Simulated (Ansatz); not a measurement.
A calculation on rock-salt ZrC returned lattice constant a 4.734 Å, bulk modulus 224 GPa, band gap 0.00 eV.

For reference: lattice constant a 4.696 Å (measured, temperature not stated, not corrected to a static lattice; as tabulated in Zhang et al. (2018), doi:10.1088/1367-2630/aac7f0); bulk modulus 223 GPa (measured, temperature not stated, not corrected to a static lattice, from single-crystal elastic constants, our sources range from 208 to 223; as tabulated in arXiv:1102.4063).

Question: Which level of theory produced these numbers?
A) LC-ωPBE (Ansatz (a quantum-chemistry and plane-wave program))
B) r²SCAN0 (Ansatz)
C) B3LYP (VWN-RPA form) (Ansatz)
D) PBEsol-D3(BJ) (Ansatz)

Answer: C, B3LYP (VWN-RPA form) (Ansatz)

The others give: r²SCAN0 4.698 Å, 242 GPa, 0.00 eV; LC-ωPBE 4.683 Å, 255 GPa, 0.00 eV; PBEsol-D3(BJ) 4.635 Å, 247 GPa, 0.00 eV.

Unless a cell is named, each level is at its own relaxed cell (B3LYP (VWN-RPA form) 13.27, LC-ωPBE 12.84, PBEsol-D3(BJ) 12.45, r²SCAN0 12.96 Å³/atom).

Levels without +SOC have no spin–orbit coupling; where heavier elements are present it shifts gaps, mostly down, and can invert bands. A gap of zero means that the bands touch or overlap. Density-functional gaps are differences of (generalised) Kohn–Sham levels.

Ansatz's density-functional and Hartree–Fock values are scalar-relativistic unless marked +SOC, with PAW data made under PBE.
